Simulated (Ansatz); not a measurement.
**SiPH₃ (triplet): the correlation ladder at a displaced geometry (v1), cc-pVDZ**

How much of the correlation energy of SiPH₃ (triplet) does each wave-function method recover here?

Computed with Ansatz 0.2.0, Gaussian basis. Level: cc-pVDZ, core rule «outside noble gas», up to 10 orbitals frozen.

Plan: UHF; CCSD(T) on ROHF; CCSD(T) on UHF; BCCD(T) on ROHF; CISD as a restricted active space (open shells left free, so some higher excitations enter); CCSDT(Q) on ROHF; CCSDT(Q) on UHF.

30 further runs of the same task are left out: 2 for a known fault of the program, 11 that didn't finish, 17 set aside as unsound or not needed. Runs told in other sessions of the task aren't counted.

**1. What is computed**

The geometry is a PBE0/def2-TZVP stationary point (not a proven minimum) with its atoms shifted at random (size 0.040 Å).

5 atoms, charge 0, spin multiplicity 3.

Atoms are counted from 1 here; the program's logs count them from 0.

Bond lengths: Si1–P2 2.244 Å, Si1–H3 1.514 Å, Si1–H4 1.499 Å, Si1–H5 1.587 Å. Angles: P2–Si1–H3 108.3°, P2–Si1–H4 112.4°, P2–Si1–H5 112.2°, H3–Si1–H4 111.5°, H3–Si1–H5 105.8°, H4–Si1–H5 106.4°.

**2. UHF**

in.yaml

```yaml
crystal:
  periodic: [false, false, false]
  atoms:
    - {symbol: Si, position_ang: [-1.092877, -0.000320, 0.010391]}
    - {symbol: P, position_ang: [1.151290, 0.000037, -0.005558]}
    - {symbol: H, position_ang: [-1.569843, 1.436214, -0.039954]}
    - {symbol: H, position_ang: [-1.654625, -0.724309, 1.196354]}
    - {symbol: H, position_ang: [-1.702208, -0.704141, -1.275119]}
basis:
  gaussian: {orbitals: cc-pVDZ}
magnetization: {spin_polarized: true, initial_magnetization: 2}
hamiltonian: {xc: hf}
output: {orbitals: {seedname: orbitals}}
```

Command:

```
ansatz run in.yaml --threads 1 --pin off --events-out ev --progress --plain --max-ram 2393MiB
```

After this run come: CCSD(T) on ROHF; CCSD(T) on UHF; BCCD(T) on ROHF; CISD as a restricted active space (open shells left free, so some higher excitations enter); CCSDT(Q) on ROHF; CCSDT(Q) on UHF.

Before running them: what should the planned runs give, taken together? Wanted: UCCSDT(Q) from the RHF energy; RMP2 from UCCSDT(Q); UMP2 from UCCSDT(Q); RCCSD from UCCSDT(Q); RCCSD(T) from UCCSDT(Q); UCCSD(T) from UCCSDT(Q); RCCSDT(Q) from UCCSDT(Q); T1 diagnostic.

**Answer**, as computed:

| quantity | value |
| --- | --- |
| UCCSDT(Q) from the ROHF energy | -6.4063 eV |
| RMP2 from UCCSDT(Q) | +30.96 kcal/mol |
| UMP2 from UCCSDT(Q) | +31.52 kcal/mol |
| RCCSD from UCCSDT(Q) | +4.48 kcal/mol |
| RCCSD(T) from UCCSDT(Q) | +0.93 kcal/mol |
| UCCSD(T) from UCCSDT(Q) | +0.91 kcal/mol |
| RCCSDT(Q) from UCCSDT(Q) | +0.01 kcal/mol |
| levels within 1 kcal/mol (43 meV) | RCCSD(T), UCCSD(T), BCCD(T), RCCSDT, UCCSDT, RCCSDT(Q) |
| T1 diagnostic | 0.019 |

RCCSD(T) lands +0.93 kcal/mol from the yardstick (0.6 % of the correlation energy). These misses are within one basis, not against nature; the frozen cores of restricted and unrestricted runs differ, which can shift their rows.

With open shells the CI space here admits some higher excitations, so it is larger than plain CISD.
